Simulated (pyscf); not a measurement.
7 gas-phase steps of one pattern: 1,1-elimination on the singlet surface, Cl–Ga + Ga–H or Cl–In + H–In or F–Ga + Ga–H or F–In + H–In broken and Cl–H or F–H formed. Single points on ωB97X-D3(BJ)/def2-SVP structures (PySCF, gas phase). Correlated levels are frozen-core, on RHF or UHF. ΔMP2 is the change of the MP2 total energy from the triple- to the quadruple-zeta basis. Electronic energies in eV, from the reactant's lowest minimum found; ΔE‡ at CCSD(T)/def2-TZVPP + ΔMP2(QZVPP), beside the barrier at r²SCAN/def2-TZVP on the same structures. Rows were drawn at random from the steps of this pattern with a verified saddle, stable references and no exit in the data more than 5 kcal/mol lower.

```
row                               step  ΔE‡(r²SCAN)   ΔE‡
---  ---------------------------------  -----------  ----
1    HO–InH–Cl → HO–In [singlet] + HCl         1.63  1.89
2        F–GaH–F → F–Ga [singlet] + HF         2.15  2.40
3          F–InH₂ → InH [singlet] + HF         1.71     ?
4      F–GaH–Cl → F–Ga [singlet] + HCl         2.16  2.43
5    Cl–GaH–Cl → HCl + Cl–Ga [singlet]         2.15  2.40
6          F–GaH₂ → GaH [singlet] + HF         2.41  2.62
7       Cl–GaH₂ -> HCl + GaH [singlet]         2.31  2.53
```

From a straight line through the complete rows, estimate the missing barrier and say how far the line can be trusted.

Over the 6 complete rows the means are +2.14 (ΔE‡(r²SCAN)) and 2.38 (ΔE‡); least squares gives b = 0.94 and a = 0.37 eV, with residuals of 0.02 eV (root mean square; largest 0.03, row 4). For row 3: 0.37 + 0.94 × (+1.71) = 1.98 eV. The computed barrier is 1.91 eV, 0.07 under the line. The line follows the complete rows closely but misses this one by more than their scatter. Each barrier is that of the saddle found. The CCSD(T) − MP2 part came from Ansatz, without density fitting, on the same reference. The frozen core leaves the outer d or s,p core shells of the metals and heavy elements correlated in the MP2 and CC values, and def2-TZVPP describes them poorly, which can shift differences by a few kcal/mol. Elements up to Kr have no core potential and no relativistic terms here. Elements past Kr carry the def2 core potentials, without spin-orbit coupling.
